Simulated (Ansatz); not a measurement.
`C=CC(O)(F)F` + H₂ → `C=CC(F)F` + H₂O  (hydrogenolysis of a C–O bond)

Computed with Ansatz on PBE0-D4/def2-TZVP structures; ΔE is electronic, products minus reactants. CBS: MP2 limit from def2 TZ/QZ plus the TZ coupled-cluster correction, frozen cores. This one scheme is used for every species. Each species was taken in one conformer, which may not be the lowest.

```json
{"species": "`C=CC(O)(F)F`", "SCS-MP2/def2-QZVPP energy (Eh)": "-391.14436"}
{"species": "H₂", "SCS-MP2/def2-QZVPP energy (Eh)": "-1.17321"}
{"species": "`C=CC(F)F`", "SCS-MP2/def2-QZVPP energy (Eh)": "-315.98529"}
{"species": "H₂O", "SCS-MP2/def2-QZVPP energy (Eh)": "-76.34808"}
```

Q: Work out ΔE.

A: ΔE = (-315.98529) + (-76.34808) − (-391.14436) − (-1.17321) = -0.01580 Eh = -41.5 kJ/mol. CCSD(T)/CBS gives -40.0 kJ/mol.

Largest T1 diagnostic among the species: 0.012.

From PBE to PBE0 (25 % exact exchange), in def2-TZVPP and without D4, ΔE moves by −3.0 kJ/mol. In def2-TZVPP, CCSD(T) changes the Hartree–Fock value by +8.6 kJ/mol (the triples alone add +4.3 kJ/mol) and MP2 by +8.1 kJ/mol. The D4 term adds +5.5 kJ/mol with B3LYP and +2.9 kJ/mol with PBE0; it sums over pairs of atoms, weighted by their polarisabilities, and B3LYP, whose exchange is more repulsive, gets the larger term.

B3LYP here is the variant with VWN-RPA as its local correlation; programs differ in this.
